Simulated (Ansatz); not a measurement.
**BH5S (SMILES [BH3-][SH2+]): one structure at several levels**

The task here is to estimate one member of a computed series from the others.

The runs use Ansatz 0.2.0, Gaussian basis; single points in def2-TZVPP.

Correlated methods freeze the cores. B3LYP uses VWN-RPA correlation.

**The starting structure**

SMILES `[BH3-][SH2+]`, 7 atoms, charge 0, spin multiplicity 1.

Atoms are counted from 1 here; the program's logs count them from 0.

Bond lengths: B1–S2 1.986 Å, B1–H3 1.181 Å, B1–H4 1.216 Å, B1–H5 1.186 Å, S2–H6 1.359 Å, S2–H7 1.238 Å. Angles: S2–B1–H3 105.4°, S2–B1–H4 102.0°, S2–B1–H5 101.6°, H3–B1–H4 114.7°, H3–B1–H5 112.7°, H4–B1–H5 118.0°, B1–S2–H6 98.2°, B1–S2–H7 100.5°, H6–S2–H7 101.7°.

Geometry (Å):

```
B    -0.4791   -0.3919   -0.5535
S     0.6675    1.0201    0.2445
H    -1.5815    0.0282   -0.4923
H    -0.2564   -1.3405    0.1740
H    -0.0669   -0.4343   -1.6645
H     0.1604    0.9908    1.5046
H     1.7277    0.3965    0.3852
```

Set-up of the first run:

File run/in.yaml:

```yaml
crystal:
  periodic: [false, false, false]
  atoms:
    - {symbol: B, position_ang: [-0.479100, -0.391900, -0.553500]}
    - {symbol: S, position_ang: [0.667500, 1.020100, 0.244500]}
    - {symbol: H, position_ang: [-1.581500, 0.028200, -0.492300]}
    - {symbol: H, position_ang: [-0.256400, -1.340500, 0.174000]}
    - {symbol: H, position_ang: [-0.066900, -0.434300, -1.664500]}
    - {symbol: H, position_ang: [0.160400, 0.990800, 1.504600]}
    - {symbol: H, position_ang: [1.727700, 0.396500, 0.385200]}
basis:
  gaussian: {orbitals: def2-TZVPP}
correlation: {method: ccsd_t}
output: {forces: true}
```

No record of the launch command was kept for these runs.

Among the steps run: CCSD(T)/def2-TZVPP; PBE0-D4/def2-TZVPP; wB97M-V/def2-TZVPP; r2SCAN-D4/def2-TZVPP; PBE-D4/def2-TZVPP; B3LYP-D4/def2-TZVPP; BLYP-D4/def2-TZVPP.

One of the session's tables, all rows but one given; the rest of the session is left out.

| method | RMS force component (eV/Å) | angle to CCSD(T) forces (°) | dipole (D) |
| --- | --- | --- | --- |
| CCSD(T) | 1.249 | reference | 3.94 |
| PBE0-D4 | 1.296 | 4.7 | 3.87 |
| wB97M-V | 1.249 | 1.9 | 3.91 |
| r2SCAN-D4 | 1.295 | 4.1 | 3.86 |
| PBE-D4 | 1.366 | 7.8 | 3.81 |
| B3LYP-D4 | 1.266 | 2.4 | 3.85 |
| BLYP-D4 | ? | ? | ? |

Estimate the missing values for BLYP-D4.

The run gave: RMS force component (eV/Å): 1.322; angle to CCSD(T) forces (°): 5.5; dipole (D): 3.81. In the column «RMS force component (eV/Å)» it lies between PBE0-D4 (1.296) and PBE-D4 (1.366).
